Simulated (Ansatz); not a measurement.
Isomers of CH₅OSi, relaxed with PBE0-D4/def2-TZVP in Ansatz; electronic energies, one conformer each and not always the lowest. Functionals use def2-TZVPP; CBS adds triple-zeta CCSD(T) − MP2 to the MP2 limit of def2-TZVPP and def2-QZVPP.

Question: Order them by energy at frozen-core CCSD(T)/CBS, lowest first. (An estimate is asked.)
A. `[CH2][SiH2]O`•
B. `CO[SiH2]`•
C. `C[SiH]O`•

Answer: C (0.0 kcal/mol), A (10.0 kcal/mol), B (24.2 kcal/mol).

Question: How do ωB97M-V, MP2/CBS(def2), B3LYP, PBE0-D4 place them (kcal/mol, against `C[SiH]O`•)? (An estimate is asked.)

Answer: The calculation gave: 
| isomer | ωB97M-V | MP2/CBS(def2) | B3LYP | PBE0-D4 |
| --- | --- | --- | --- | --- |
| `CO[SiH2]`• | 23.6 | 25.9 | 22.1 | 23.9 |
| `[CH2][SiH2]O`• | 9.8 | 12.4 | 10.4 | 12.5 |

B3LYP here is the variant with VWN-RPA as its local correlation; programs differ in this.
